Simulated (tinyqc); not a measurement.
Pariser-Parr-Pople SCF with singles CI, for the molecule C=Cc1c[cH+]1 (SMILES; centres numbered as the heavy atoms are written), step by step. Computed by tinyqc, a small Python program that keeps every step. Settings: charge = 1, gamma = MN, start = core, damping = 0, iteration cap = 69, excitations kept = 9. Command: `OMP_NUM_THREADS=1 python tinyqc.py 22580 22581 out.jsonl` (the two numbers bound the seeds that draw the settings). One thread of a shared host (Intel(R) Xeon(R) Processor @ 2.60GHz), about 0.01 s of CPU time with the checks. Later iterations appear only in the table of the cycle.

## PPP integrals

Centres (angstrom, eV; a flat drawing with bonds scaled to 1.40 angstrom):
```
centre         x         y  core charge z         W  gamma_rr
1C      -2.08400   0.38700              1  11.16000  11.13000
2C      -1.06500  -0.57300              1  11.16000  11.13000
3C       0.27600  -0.17000              1  11.16000  11.13000
4C       1.63800  -0.49200              1  11.16000  11.13000
5C       1.23600   0.84900              1  11.16000  11.13000
```

Resonance integrals (eV):
```
i  j      beta
1  2  -2.13000
2  3  -2.13000
3  4  -2.13000
4  5  -2.13000
5  3  -2.13000
```

Mataga-Nishimoto: gamma = 14.399645/(R + a), a = 2 x 14.399645/(gamma_rr + gamma_ss); H_rr = -W_r - sum_(s != r) z_s gamma_rs; H_rs = beta for bonds.

repulsion gamma_rs (eV), lower triangle:
```
          1C        2C        3C        4C        5C
1C  11.13000
2C   5.34557  11.13000
3C   3.87232   5.34505  11.13000
4C   2.81344   3.60173   5.34644  11.13000
5C   3.09952   3.60108   5.34557   5.34562  11.13000
```

core matrix H (eV), lower triangle:
```
           1C         2C         3C         4C         5C
1C  -26.29086
2C   -2.13000  -29.05342
3C    0.00000   -2.13000  -31.06938
4C    0.00000    0.00000   -2.13000  -28.26723
5C    0.00000    0.00000   -2.13000   -2.13000  -28.55179
```

## Starting guess

pi electrons, sum of z_r less the charge = 4

Orbitals of the core matrix H.

P at the start, lower triangle:
```
          1C        2C       3C       4C       5C
1C   0.32682
2C   0.64493   1.32551
3C   0.16223   0.55194  1.09741
4C  -0.21913  -0.27891  0.56468  0.59294
5C  -0.23782  -0.30934  0.58369  0.62420  0.65732
```

## Iteration 1: Fock matrix

F_rr = H_rr + P_rr gamma_rr / 2 + sum_(s != r) P_ss gamma_rs; F_rs = H_rs - P_rs gamma_rs / 2; E = tr P (H + F) / 2 + core repulsion sum_(r<s) z_r z_s gamma_rs.

F (eV), lower triangle:
```
          1C        2C        3C        4C         5C
1C  -9.43140
2C  -3.85375  -9.56154
3C  -0.31411  -3.60506  -9.92795
4C   0.30826   0.50228  -3.63951  -9.89288
5C   0.36856   0.55697  -3.69008  -3.79838  -10.07163
```

pi energy = -52.11463 eV

## Iteration 1: orbitals and new P

Diagonalise F (the basis is taken as orthonormal) and form P = 2 sum c c over the lowest orbitals.

orbital energies (eV): -17.73303  -14.12932  -7.32107  -6.18251  -3.51948

P after iteration 1, lower triangle:
```
          1C        2C       3C       4C       5C
1C   0.74699
2C   0.86228   1.03399
3C   0.26849   0.47265  0.78213
4C  -0.23709  -0.11832  0.56942  0.70030
5C  -0.25329  -0.13387  0.57690  0.71814  0.73660
```

## Iteration 2: Fock matrix

As before.

F (eV), lower triangle:
```
          1C        2C         3C         4C         5C
1C  -9.32462
2C  -4.43469  -9.95087
3C  -0.51984  -3.39316  -10.61590
4C   0.33352   0.21309   -3.65217  -10.42514
5C   0.39254   0.24103   -3.67193   -4.04946  -10.48939
```

pi energy = -53.70336 eV

## Iteration 2: orbitals and new P

As before.

orbital energies (eV): -18.56158  -14.64493  -7.13933  -6.40714  -4.05294

P after iteration 2, lower triangle:
```
          1C        2C       3C       4C       5C
1C   0.76381
2C   0.87515   1.03905
3C   0.26100   0.45393  0.74968
4C  -0.22971  -0.10992  0.57511  0.71586
5C  -0.23966  -0.12018  0.57655  0.72365  0.73159
```

## Convergence

Stop when output and input P, before any damping, agree to 1e-7.

Course of the cycle:
```
iteration       E (eV)  largest |P(out) - P(in)|
1          -52.1146275                  4.20e-01
2          -53.7033639                  3.24e-02
3          -53.7151909                  6.15e-03
4          -53.7159823                  2.29e-03
5          -53.7160755                  8.51e-04
6          -53.7160880                  3.16e-04
7          -53.7160897                  1.18e-04
8          -53.7160900                  4.38e-05
9          -53.7160900                  1.63e-05
10         -53.7160900                  6.06e-06
11         -53.7160900                  2.26e-06
12         -53.7160900                  8.40e-07
13         -53.7160900                  3.13e-07
14         -53.7160900                  1.17e-07
15         -53.7160900                  4.35e-08
```

Converged in 15 iterations.

## Converged orbitals

Charges are z - P_rr.

orbital energies (eV): -18.63286  -14.64104  -7.15002  -6.46053  -4.06686

coefficients:
```
        MO1       MO2       MO3       MO4       MO5
1C  0.12349   0.60692  -0.59802   0.00245  -0.50869
2C  0.26987   0.67040   0.16526   0.00623   0.67111
3C  0.60274   0.08861   0.62715  -0.00685  -0.48527
4C  0.52267  -0.29192  -0.33657  -0.70649   0.17087
5C  0.52483  -0.29858  -0.32933   0.70766   0.16174
```

pi charges: 1C 0.23280, 2C -0.04452, 3C 0.25771, 4C 0.28321, 5C 0.27081

## Singles CI, singlets

Over the 6 single excitations with the smallest orbital gaps: A = (e_a - e_i) delta + 2 (ia|jb) - (ij|ab), with (pq|rs) = sum c_mp c_mq gamma_mn c_nr c_ns. f = 2/3 w |mu|^2 in atomic units, mu = sqrt2 sum c_ia sum_m c_mi c_ma R_m.

singlet CI matrix (eV), lower triangle:
```
          2>3       2>4       2>5       1>3       1>4       1>5
2>3   4.50077
2>4   0.05779   5.00288
2>5   0.53444   0.02689   7.39717
1>3  -0.00578   0.02153   0.25149   8.11634
1>4  -0.07222  -0.39957  -0.06781  -0.01857   8.57688
1>5  -0.22852   0.00751  -0.01073   0.05745  -0.01517  10.71498
```

singlet excitation energies (eV): 4.39211  4.96207  7.40154  8.19728  8.63111  10.72492

oscillator strengths: 0.64116  0.05908  0.20355  0.17323  0.53641  0.01303

## Singles CI, triplets

Over the 6 single excitations with the smallest orbital gaps: A = (e_a - e_i) delta - (ij|ab), with (pq|rs) = sum c_mp c_mq gamma_mn c_nr c_ns.

triplet CI matrix (eV), lower triangle:
```
          2>3       2>4       2>5      1>3      1>4      1>5
2>3   1.92674
2>4   0.03357   3.99423
2>5  -1.05281  -0.02812   3.93553
1>3  -0.20424   0.00677  -0.60196  5.64702
1>4   0.00677   1.38890  -0.01432  0.00420  5.40335
1>5  -0.60196  -0.01432  -0.96696  1.38447  0.00004  9.34810
```

triplet excitation energies (eV): 1.34654  3.14088  4.22846  5.24697  6.25697  10.03515
